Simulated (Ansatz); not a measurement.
A run of Ansatz (development build ahead of 0.2.0) on singlet PS(+) at this shape:

```tsv
atom	x (Å)	y (Å)	z (Å)
P	0.0000	0.0000	-0.9891
S	0.0000	0.0000	0.9891
```

Its results:

```json
{
 "Converged": "yes",
 "Reference energy": "-737.70922 hartree",
 "Correlation energy": "-0.25252 hartree",
 "Total energy": "-737.96174 hartree",
 "Spin squared of the determinant": "0.000",
 "Stability test": "minimum among restricted orbitals",
 "Occupied orbitals by symmetry in an Abelian subgroup (alpha; beta)": "9 A1 3 B1 3 B2; 9 A1 3 B1 3 B2"
}
```

Messages of the program:
```
mean field -20074.09049269 eV, -737.7092188990 hartree, gradient 4.5e-6 eV, S^2 0.000000; 0 other ends of a descent, 0 dependent functions left out; unlike orbitals of the two spins would lower it
```

(1) Which input gives this output? Name the method, the orbitals and the basis set, and write the input.

## Answers

(1) RHF-MP2 in def2-SVP. An unrestricted run that stays on the closed shell gives the same numbers.

```yaml
crystal:
  periodic: [false, false, false]
  atoms:
    - { symbol: P, position_ang: [0.0, 0.0, -0.98912] }
    - { symbol: S, position_ang: [0.0, 0.0, 0.98912] }
basis:
  gaussian: { orbitals: def2-SVP }
total_charge: 1
hamiltonian:
  xc: hf
correlation:
  method: mp2
  frozen_orbitals: { P: 5, S: 5 }
```

Caution: an unrestricted determinant lies well below.
